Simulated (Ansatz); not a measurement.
## Structure relaxation of Zn

Theory: DFT r2SCAN, scalar-relativistic, plane waves, PAW in Ansatz. Cutoff 500 eV, Γ-centred k mesh, Gaussian smearing, no spin polarisation in the final step.

The start is a database structure of Zn, space group Im-3m (No. 229).

```
Zn
1.0
    -1.56904    1.56904    1.56904
     1.56904   -1.56904    1.56904
     1.56904    1.56904   -1.56904
Zn
1
Direct
  0.00000 0.00000 0.00000
```

Steps on the 8×8×8 mesh (1 atom). 4 of 5 steps are shown, and the free energy counts from the last. Trial steps that were taken back and renewals of the plane-wave basis can be among the rows.

```csv
step,ΔF (meV/atom),V (Å³/atom),P (GPa)
1,25.7,15.45,-5.86
2,1.6,14.51,-1.82
3,-0.1,14.12,0.66
5,0.0,14.22,-0.04
```

A final relaxation ran on a 26×26×26 mesh. The relaxed crystal, Im-3m (No. 229):

Space group Im-3m (No. 229). a = 3.067 Å, b = 3.067 Å, c = 3.067 Å, α = 90.00°, β = 90.00°, γ = 90.00°
```
atom site symmetry x y z
  Zn    2a m-3m  0.0000  0.0000  0.0000
```

```
Volume per atom                    : 14.42 Å³
Density                            : 7.53 g/cm³
Energy over the standard structure : 0.10 eV/atom
Gap on the 26×26×26 mesh           : 0 eV (a metal)
```

Energies count from the standard state of Zn at the same level.

The final run used a 26×26×26 mesh on its 1-atom cell and 0.10 eV smearing. The k mesh leaves about 4 meV/atom of noise in metals.

A structure relaxed within its symmetry needn't be a true minimum.